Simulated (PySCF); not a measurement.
## Spin-orbit coupling and the first ionisation energy along the alkaline earths

Two-component X2C-1e calculated with PySCF 2.14: MP2 on generalised Hartree-Fock spinors (GMP2), with spin-orbit coupling off and on (screened by Boettger's factors); no Breit or QED terms. Values in eV; the references (NIST) lie between the lowest levels. Elements whose determinants are no pure J levels are left out.

```tsv
element	configurations	spin-free	with spin-orbit	shift	reference
Mg (x2c-TZVPPall-2c, [Ne] frozen)	[Ne] 3s2 → [Ne] 3s1	7.212	7.212	0.000	7.646
Ca (x2c-TZVPPall-2c, [Ne] frozen)	[Ar] 4s2 → [Ar] 4s1	5.885	5.885	0.000	6.113
Sr (x2c-TZVPPall-2c, [Ar] 3d10 frozen)	[Kr] 5s2 → [Kr] 5s1	5.566	5.566	0.000	5.695
Ba (x2c-TZVPPall-2c, [Kr] 4d10 frozen)	[Xe] 6s2 → [Xe] 6s1	5.070	5.071	0.000	5.212
```

What remains against the references is mostly the basis and correlation beyond MP2.
